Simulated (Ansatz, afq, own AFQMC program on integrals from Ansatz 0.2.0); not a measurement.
# BH3Cl, doublet in cc-pVTZ, levels against AFQMC with the constraint released

```yaml
atoms:
  - { symbol: B, position_ang: [-2.0529, 0.0000, 0.0000] }
  - { symbol: H, position_ang: [-2.6496, 1.0336, 0.0000] }
  - { symbol: H, position_ang: [-2.6496, -1.0336, 0.0000] }
  - { symbol: H, position_ang: [-0.8594, 0.0000, 0.0000] }
  - { symbol: Cl, position_ang: [0.8011, 0.0000, 0.0000] }
```

Connectivity, by distances: BH2 ··· Cl, 1 bridging H.

Basis cc-pVTZ. Noble-gas cores (and the filled d shells of Ga–Kr and In–Xe) are frozen. Ansatz 0.2.0 and our own AFQMC program on the same integrals; the CISD trial comes from CCSD amplitudes, and released means the phaseless constraint is let go. Error bars are statistical, one sigma.

Determinant: UHF, the one that the program's search chose, which needn't be the lowest solution. The geometry is a point of a scan.

No full CI on the walks' own integrals is used here. The released AFQMC energy serves as the reference, which it does only where one determinant dominates, the energy is flat over the last release times and near the phaseless one (40 meV or 2 meV an electron, half that with transition metals). On small molecules, where full CI could be run and the noise was under 10 meV, such values lay within 10 meV of it in 19 cases of 20, a flattering rate, since the rule was set on those same cases; what remains of the bias isn't in the error bar.

Cautions: the released value is read at 2.40 1/Eh (meV from the phaseless value at times in 1/Eh: -5 ± 4 at 0.24, -12 ± 4 at 0.51, -23 ± 7 at 0.99, -12 ± 6 at 1.62, -12 ± 9 at 2.40).

```
T1 diagnostic                               : 0.0138
weight of the determinant in the CISD state : 0.872
⟨S²⟩ of the determinant                     : 0.769
size of the correlated space                : 13 electrons in 100 orbitals
```

```json
{"level": "MP2", "correlation energy (eV)": "-7.8985"}
{"level": "CCSD", "correlation energy (eV)": "-9.0288"}
{"level": "CCSD(T)", "correlation energy (eV)": "-9.3165"}
```

Estimate where AFQMC with the constraint released lies against CCSD(T) on the same integrals.

1.03 ± 0.20 kcal/mol below CCSD(T).

Reference: AFQMC with the constraint released, correlation energy -9.361 ± 0.009 eV.

```json
{"level": "CCSD(T)", "E − E(reference) (kcal/mol)": "1.03 ± 0.20", "share of correlation (%)": "99.52"}
{"level": "ph-AFQMC/CISD", "E − E(reference) (kcal/mol)": "0.28 ± 0.23", "share of correlation (%)": "99.87"}
```

A walk keeps the symmetry of its determinant, which the program's search chose and which needn't be the lowest solution, so a lower state of the same spin and another symmetry isn't excluded. Released energies are given only where the last usable release times agree within the noise; a slower fall can still hide under it.
